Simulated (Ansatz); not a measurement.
Consider the formal exchange of groups at a C–C bond: `CCCCC(C)CC` + `CC(C)C(C)C` → `CCC(C)(C)C(C)C` + `CCC(C)CC`.

Isolated molecules relaxed with PBE0-D4/def2-TZVP in Ansatz; ΔE leaves out vibrations. CBS: MP2 limit from def2 TZ/QZ plus the TZ coupled-cluster correction, frozen cores. One conformer a species, not always the lowest.

```
         species  CCSD(T)/CBS(def2) energy (Eh)
    `CCCCC(C)CC`                     -315.28593
    `CC(C)C(C)C`                     -236.76554
`CCC(C)(C)C(C)C`                     -315.28786
      `CCC(C)CC`                     -236.76330
```

Q: Work out ΔE.

A: ΔE = (-315.28786) + (-236.76330) − (-315.28593) − (-236.76554) = 0.00031 Eh = +0.2 kcal/mol.

Largest T1 diagnostic among the species: 0.009.

In def2-TZVPP, CCSD(T) changes the Hartree–Fock value by −5.3 kcal/mol (the triples alone add −0.8 kcal/mol) and MP2 by −6.2 kcal/mol. The D4 term adds −2.8 kcal/mol with B3LYP and −1.5 kcal/mol with PBE0; it sums over pairs of atoms, weighted by their polarisabilities, and B3LYP, whose exchange is more repulsive, gets the larger term.

B3LYP here is the variant with VWN-RPA as its local correlation; programs differ in this.
